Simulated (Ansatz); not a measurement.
# C₂H₂O, SMILES C1=CO1: a ladder of basis sets

Program: the Ansatz DFT code, driven from Python.

Input file `c2h2o.xyz`:
```text
5

C    -0.50730   -0.28860   -0.25150
C     0.48400    0.36190    0.19930
O     0.33590   -0.95530    0.38350
H    -1.39770   -0.34630   -0.75790
H     1.13510    1.15460    0.38520
```

At the Python prompt:
```pycon
>>> import ansatz as az
>>> mol = az.Crystal.molecule_from_extxyz("c2h2o.xyz")
>>> job = mol.calculation().correlation("MP2")
>>> energies = {}
>>> for basis in ["cc-pVDZ", "cc-pVTZ"]:
...     report = job.basis(gaussian=basis).run().report
...     size = report["n_frozen"] + report["n_occupied"][0] + report["n_virtual"][0]
...     energies[basis] = (report["reference_energy_ev"] / 27.211386246, report["free_energy_ev"] / 27.211386246)
...     print(f"{basis:14s} {size:4d} orbitals  reference {energies[basis][0]:14.6f} Ha  total {energies[basis][1]:14.6f} Ha")
...
cc-pVDZ          52 orbitals  reference    -151.543410 Ha  total    -151.972239 Ha
cc-pVTZ         118 orbitals  reference    -151.598160 Ha  total    -152.136622 Ha
>>> # two-point extrapolation: the basis-set error of the correlation energy falls as X^-3
>>> small, large = (energies[b][1] - energies[b][0] for b in ("cc-pVDZ", "cc-pVTZ"))
>>> limit = (3 ** 3 * large - 2 ** 3 * small) / (3 ** 3 - 2 ** 3)
>>> print(f"correlation energy: {small:.6f} and {large:.6f} Ha, extrapolated {limit:.6f} Ha")
correlation energy: -0.428829 and -0.538462 Ha, extrapolated -0.584624 Ha
>>> print(f"share caught by the larger set: {100 * large / limit:.1f} %")
share caught by the larger set: 92.1 %
```

Against cc-pVDZ: cc-pVTZ -164.4 mHa. The last step alone is -164.38 mHa.

Reading the output:
- The settings weren't tested for convergence.
- The geometry is a force-field or estimated start, not a minimum of this method, and the last set is no limit. Much of the fall in a total is atomic energy, which cancels in bond and reaction energies.
- Inner cores stay frozen, so this is valence correlation.
- An extrapolation from small basis sets is rough.
- The whole script took 1.3 s on 1 thread of AMD EPYC 9B14 (Zen 4), on a shared host, peak memory 0.21 GiB.
